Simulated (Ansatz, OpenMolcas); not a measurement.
**How basis sets differ on SiH (SMILES [SiH])**

SiH has 2 atoms, charge 0, and is taken as a doublet. As SMILES, `[SiH]`. The coordinates come from a PBE0-D4/def2-TZVP relaxation.

```xyz
2

Si    0.0000    0.0000   -0.0076
H     0.0000    0.0000    1.5241
```

Each level gives the energy change with the Si1–H2 bond stretched from 1.532 to 3.829 Å (eV). The values are calculated.

| level | kind | program | value (eV) |
| --- | --- | --- | --- |
| FCI/3-21G | exact in the basis | Ansatz | 2.36 |
| FCI/cc-pVDZ | exact in the basis | OpenMolcas | 2.84 |
| FCI/6-311G | exact in the basis | OpenMolcas | 2.35 |
| FCI/6-311G** | exact in the basis | Ansatz | 2.93 |

The first shape isn't each level's own minimum. The values span 2.35 to 2.93 eV. High-level rows in very small sets aren't better than simpler rows in larger ones.
